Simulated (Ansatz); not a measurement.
Reaction (atomization): `NC1(F)CO1` → 2 C• + F• + 4 H• + N• + O•

Gas-phase electronic energies from Ansatz, PBE0-D4/def2-TZVP geometries. CCSD(T)/CBS is frozen-core, at the limit of the def2 triple- and quadruple-zeta sets. Functionals use def2-TZVPP. No spin–orbit coupling; open shells (•) take unrestricted orbitals. Spin–orbit coupling would lower the free atoms: a little for C, F, O. Each species was taken in one conformer, which may not be the lowest.

`NC1(F)CO1`:

```xyz
9

N     1.292    0.332   -0.199
C    -0.103    0.244   -0.211
F    -0.677    0.636   -1.395
C    -0.858   -0.695    0.596
O    -0.771    0.718    0.888
H     1.588    1.300   -0.248
H     1.695   -0.176   -0.975
H    -0.336   -1.336    1.299
H    -1.831   -1.021    0.244
```

```json
{"species": "`NC1(F)CO1`", "ωB97X-V energy (Eh)": "-308.43442"}
{"species": "C•", "ωB97X-V energy (Eh)": "-37.84659"}
{"species": "F•", "ωB97X-V energy (Eh)": "-99.73415"}
{"species": "H•", "ωB97X-V energy (Eh)": "-0.50049"}
{"species": "N•", "ωB97X-V energy (Eh)": "-54.58629"}
{"species": "O•", "ωB97X-V energy (Eh)": "-75.06843"}
```

(1) Work out ΔE.

Largest T1 diagnostic among the species: 0.012.

## Answers

(1) ΔE = 4 × (-0.50049) + 2 × (-37.84659) + (-99.73415) + (-54.58629) + (-75.06843) − (-308.43442) = 1.35041 Eh = +36.75 eV. CCSD(T)/CBS gives +36.41 eV.

The D4 term adds +0.22 eV with B3LYP and +0.11 eV with PBE0; it sums over pairs of atoms, weighted by their polarisabilities, and B3LYP, whose exchange is more repulsive, gets the larger term. From PBE to PBE0 (25 % exact exchange), in def2-TZVPP and without D4, ΔE moves by −1.26 eV: exact exchange takes away binding that semilocal exchange gives to molecules.

B3LYP here is the variant with VWN-RPA as its local correlation; programs differ in this.
